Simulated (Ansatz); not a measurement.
## CoAg$_{9}$Au$_{6}$: can entropy hold this alloy together?

Computed with DFT PBE, scalar-relativistic, plane waves, PAW in Ansatz.

Plane waves to 420 eV, a k mesh through Γ of 5×6×6 on the computed 16-atom cell and Gaussian smearing (0.10 eV); collinear spin from starting moments 2.3 0 0 0 0 0 0 0 0 0 0 0 0 0 0 0 μB.

Cells of 16 atoms on a fcc lattice, 6 Au, 9 Ag, 1 Co, each occupation relaxed without symmetry on a coarser mesh and computed once more. α is the first-shell Warren–Cowley parameter of unlike pairs (negative: unlike neighbours in excess, 0: random), given as its mean and root mean square over the pairs, since a mean near 0 can hide order that cancels. ΔH counts from the elements in their standard crystals.

```json
{"cell": "1", "mean α": "-0.05", "rms α": "0.07", "ΔH (meV/atom)": "29", "V (Å³/atom)": "17.42", "rms shift from sites (Å)": "0.05"}
{"cell": "2", "mean α": "-0.15", "rms α": "0.24", "ΔH (meV/atom)": "21", "V (Å³/atom)": "17.38", "rms shift from sites (Å)": "0.04"}
```

Q: Weigh the mixing energy against the ideal entropy.

A: Ideal mixing gives S = −k_B Σ x ln x = 0.865 k_B per atom (7.2 J/(mol K)), worth 75 meV/atom at 1000 K. The cell nearest to random, 1, has ΔH = 29 meV/atom. Against the pure elements it breaks even at T = ΔH/S = 390 K; above that the solution beats the pure elements, but parting into two partly mixed solutions pays up to a higher temperature (2ΔH/k_B, 1.4 times as high, for a regular binary solution at equal shares), and compounds may beat both. ΔH includes the cost of putting the elements on this lattice where they prefer another, and what the coarser relaxation leaves, which can only raise it; vibrational entropy is left out. An error of 8 meV/atom in ΔH, as mesh and relaxation can leave, moves such a temperature by 110 K, and the spread of these cells, 8 meV/atom, by 110 K.

The final mesh leaves forces up to 0.06 eV/Å and stresses up to 0.9 GPa.

Spin-orbit coupling is left out, which matters for the bands of heavy elements.

Cost: 4 runs of about 2.1 core-hours in all (earlier runs that led there not counted), on Arm Neoverse V2 (shared hosts).